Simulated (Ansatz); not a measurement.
Results of PBE-D3(BJ) (plane waves, PAW; Ansatz, a program for electronic structure) for bcc Li.

Numerical settings: plane-wave cutoff 500 eV, 30×30×30 k mesh, Fermi–Dirac smearing 0.1 eV, scalar-relativistic PAW data made under PBE.

Computed at the level's own relaxed cell.

Q: What does this level give for the equilibrium volume per atom and equilibrium lattice constant a?

A: 
equilibrium volume per atom: 18.35 Å³/atom
equilibrium lattice constant a: 3.323 Å

Measured, for comparison: equilibrium volume per atom 20.51 Å³/atom (low-temperature or extrapolated to 0 K; zero-point anharmonic expansion removed; as tabulated in Csonka et al. (2009), arXiv:0903.4037); lattice constant a 3.449 Å (low-temperature or extrapolated to 0 K; zero-point anharmonic expansion removed, our sources range from 3.443 to 3.453; as tabulated in Csonka et al. (2009), arXiv:0903.4037). Computed (rounded) less measured: equilibrium volume per atom -10.5 %, lattice constant a -3.7 % (-3.5 % to -3.8 % over the range).

Static lattice: no zero-point or thermal effects.
